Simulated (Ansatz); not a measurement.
Mulliken charges of C2H3N (`C=C=N`) from ωB97M-V/def2-TZVPP in Ansatz (PBE0-D4/def2-TZVP geometry).

| atom | x (Å) | y (Å) | z (Å) | charge (e) |
| --- | --- | --- | --- | --- |
| C1 | -0.735 | -0.036 | -0.632 | -0.272 |
| C2 | 0.189 | 0.099 | 0.280 | 0.093 |
| N3 | 0.982 | 0.304 | 1.180 | -0.208 |
| H4 | -0.710 | 0.571 | -1.527 | 0.114 |
| H5 | -1.526 | -0.762 | -0.502 | 0.114 |
| H6 | 1.842 | -0.240 | 1.155 | 0.159 |

**Question.** By hand: the dipole of these point charges (1 e Å = 4.8032 D).

**Answer.** Σ q r = (0.051, -0.104, -0.095) e Å, of length 0.150 e Å = 0.72 D.

**Question.** How does the dipole of the full density compare? (An estimate is asked.)

**Answer.** Ansatz gave: (0.110, -0.215, -0.193) e Å, 1.48 D; the point charges give 0.49 times that, at 1° from its direction.

Point charges leave out the atoms' own dipoles, such as those of lone pairs, and Mulliken's split depends on the basis, so the two needn't agree.
